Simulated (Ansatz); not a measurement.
Input file:

```yaml
crystal:
  periodic: [false, false, false]
  atoms:
    - {symbol: Si, position_ang: [0.000000, 0.000000, 0.000000]}
    - {symbol: Li, position_ang: [0.000000, 0.000000, 2.441500]}
basis:
  gaussian: {orbitals: pcseg-2}
total_charge: 1
magnetization: {spin_polarized: false}
correlation: {method: ccsd_t, electrons: valence, diis_vectors: 4}
```

```sh
$ ansatz run in.yaml --threads 1 --pin off --events-out ev --progress --plain --max-ram 2393MiB
```

Output:

```
377 factors; integrals over basis functions are off by at most 1.5e-3 eV
mean field evaluation 1: about -8056.3392 eV, gradient 7.2e0 eV
mean field evaluation 2: about -8056.3429 eV, gradient 7.2e0 eV
mean field evaluation 4: about -8056.5042 eV, gradient 4.1e-1 eV
mean field evaluation 8: about -8056.5060 eV, gradient 6.7e-4 eV
mean field evaluation 16: about -8056.5060 eV, gradient 6.6e-6 eV
mean field evaluation 32: about -8054.8246 eV, gradient 1.0e-2 eV
mean field -8056.50602069 eV, -296.0711353645 hartree, gradient 6.6e-6 eV, S^2 0.000000; 1 other end points of the search recorded, 0 dependent functions left out; unrestricted orbitals would lower it
determinant -8056.50602069 eV, -296.0711353645 hartree, with singles and doubles -8059.28382105 eV, -296.1732176447 hartree
determinant -8054.82461708 eV, -296.0093449216 hartree, with singles and doubles -8057.36653460 eV, -296.1027586672 hartree
5 core orbitals not correlated: weight in the atoms' cores, before any rotation towards them, 1.000 or more for the frozen orbitals, at most 0.000 for the correlated occupied ones
reference -8056.50602069 eV, -296.0711353645 hartree; 3, 3 occupied and 41, 41 virtual orbitals, 377 factors
second order -2.02068505 eV of doubles, -0.00000000 eV of singles
cycle   1  -2.71167098 eV  change   -8.0e-2 eV  update   2.5e-2
cycle   2  -2.71972405 eV  change   -8.1e-3 eV  update   1.0e-2
cycle   3  -2.72697266 eV  change   -7.2e-3 eV  update   6.4e-3
cycle   4  -2.73208380 eV  change   -5.1e-3 eV  update   3.8e-3
cycle   5  -2.73569881 eV  change   -3.6e-3 eV  update   2.3e-3
cycle   6  -2.73679914 eV  change   -1.1e-3 eV  update   1.0e-3
cycle   7  -2.73706625 eV  change   -2.7e-4 eV  update   4.2e-4
cycle   8  -2.73693747 eV  change    1.3e-4 eV  update   2.6e-4
cycle   9  -2.73677193 eV  change    1.7e-4 eV  update   1.8e-4
cycle  10  -2.73663989 eV  change    1.3e-4 eV  update   1.1e-4
cycle  11  -2.73659338 eV  change    4.7e-5 eV  update   5.4e-5
cycle  12  -2.73658068 eV  change    1.3e-5 eV  update   2.9e-5
cycle  13  -2.73658236 eV  change   -1.7e-6 eV  update   1.7e-5
cycle  14  -2.73658924 eV  change   -6.9e-6 eV  update   1.3e-5
cycle  15  -2.73659742 eV  change   -8.2e-6 eV  update   8.7e-6
cycle  16  -2.73660592 eV  change   -8.5e-6 eV  update   5.4e-6
cycle  17  -2.73660872 eV  change   -2.8e-6 eV  update   2.8e-6
perturbative correction -0.06051867 eV, -0.0022240202 hartree
Total energy: -8059.30314808 eV, -296.1739279002 hartree
```

Ran on 1 thread of Arm Neoverse V1, shared host: 0.54 s wall, 0.09 GiB peak host memory.
